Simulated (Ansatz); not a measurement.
# doublet P₂(-): levels of theory in one basis

| atom | x (Å) | y (Å) | z (Å) |
| --- | --- | --- | --- |
| P | 0.0000 | 0.0000 | -1.0683 |
| P | 0.0000 | 0.0000 | 1.0683 |

Basis set: def2-SVP (spherical functions). Frozen core: 10 orbitals. Correlation on ROHF uses semicanonical orbitals with singles. Charge -1, multiplicity 2.

Computed with Ansatz (development build ahead of 0.2.0); the reference of a correlated method needn't be the lowest determinant of its kind.

```json
{"method": "ROHF", "E − E(ROHF) (eV)": "0.00", "<S²> of the determinant": "–"}
{"method": "UHF", "E − E(ROHF) (eV)": "-0.60", "<S²> of the determinant": "1.42"}
{"method": "ROHF-MP2", "E − E(ROHF) (eV)": "-6.26", "<S²> of the determinant": "–"}
{"method": "UHF-MP2", "E − E(ROHF) (eV)": "-5.55", "<S²> of the determinant": "1.42"}
{"method": "ROHF-CCSD(T)", "E − E(ROHF) (eV)": "-7.13", "<S²> of the determinant": "–"}
{"method": "UHF-CCSDT(Q)", "E − E(ROHF) (eV)": "-7.20", "<S²> of the determinant": "1.42"}
```

(1) What does UHF-CCSD(T) give on the same scale?

## Answers

(1) -7.06 eV.

Caution: no diffuse functions for an anion. Caution for ROHF, ROHF-MP2, ROHF-CCSD(T): an unrestricted determinant lies well below. Caution for UHF, UHF-MP2, UHF-CCSD(T), UHF-CCSDT(Q): the unrestricted determinant is spin contaminated. Caution for UHF-MP2, UHF-CCSD(T), UHF-CCSDT(Q): a plain start can end on a higher determinant. Caution for ROHF-CCSD(T): the determinant is a saddle point. Caution for UHF-CCSD(T): another reference gives a lower total.
